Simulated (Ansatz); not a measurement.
`FC1C=C1S` → 3 C• + F• + 3 H• + S•  (atomization)

Gas-phase electronic energies from Ansatz, PBE0-D4/def2-TZVP geometries. CCSD(T)/CBS is the MP2 limit (def2-TZVPP, def2-QZVPP) plus CCSD(T) − MP2 in def2-TZVPP, frozen cores. This one scheme is used for every species, atoms too. Functionals use def2-TZVPP. No spin–orbit coupling; open shells (•) take unrestricted orbitals. Spin–orbit coupling would lower the free atoms: a little for C, F, S. Each species was taken in one conformer, which may not be the lowest.

`FC1C=C1S`:

```xyz
8

F     0.341   -1.802    0.657
C     0.537   -0.431    0.586
C     0.993    0.158   -0.663
C    -0.267    0.336   -0.363
S    -1.799    0.953   -0.787
H     0.808   -0.079    1.580
H     1.810    0.294   -1.351
H    -2.424    0.572    0.340
```

CCSD(T)/CBS gives +3170.0 kJ/mol.

**Question.** Another level gave +3211.9 kJ/mol. Which?
A. r2SCAN/def2-TZVPP
B. B2PLYP/def2-TZVPP
C. BLYP/def2-TZVPP
D. r2SCANh/def2-TZVPP

**Answer.** A. r2SCAN 3211.9, B2PLYP 3146.6, BLYP 3163.5, r2SCANh 3179.9 kJ/mol.

**Question.** What do rigid-rotor, harmonic-oscillator terms from PBE0-D4/def2-TZVP frequencies (298.15 K, 1 bar) make of the CCSD(T)/CBS value? (Best estimate.)

**Answer.** The calculation gave: ΔZPE = -129.6 kJ/mol, ΔH = +3073.7 kJ/mol, ΔS = 840 J/(mol·K), ΔG = +2823.1 kJ/mol. Open shells count their whole term as degenerate.

Largest T1 diagnostic among the species: 0.012.

From r2SCAN to r2SCAN0 (25 % exact exchange), in def2-TZVPP and without D4, ΔE moves by −77.9 kJ/mol: exact exchange takes away binding that semilocal exchange gives to molecules. Leaving LDA and LC-ωPBE aside and taking each functional with its dispersion term where it has one, the values, not all of them listed here, spread over 305.2 kJ/mol, from BHLYP-D4 to PBE-D4. LDA lies +472.2 kJ/mol from PBE without D4, its usual overbinding.

For atomizations the MP2-based limit and the directly extrapolated one differ by several kJ/mol either way, and by 10 to 25 for some Ge, Se and Sn compounds, so smaller differences from it don't rank the levels.
